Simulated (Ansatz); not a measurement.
System: hcp Zn. Method: Hartree–Fock (PAW; Ansatz, a quantum-chemistry and plane-wave program).

Settings: plane-wave cutoff 460 eV, 12×12×6 k mesh (along the axes of the cell as run), Fermi–Dirac smearing 0.05 eV, scalar-relativistic PAW data made under PBE.

Computed at the level's own relaxed cell.

### Question
Give the computed equilibrium lattice constant a and c axis length.

### Answer

* **equilibrium lattice constant a**: 2.749 Å
* **c axis length**: 5.901 Å

Measured, for comparison: lattice constant a 2.665 Å (293 K, not corrected to a static lattice, our sources range from 2.660 to 2.665; as tabulated in Wikipedia's data pages); lattice parameter c 4.946 Å (293 K, not corrected to a static lattice; as tabulated in Wikipedia's data pages). Computed (rounded) less measured: lattice constant a +3.2 % (+3.2 % to +3.3 % over the range), lattice parameter c +19.3 %.

The computed numbers hold no vibrational or temperature effects.
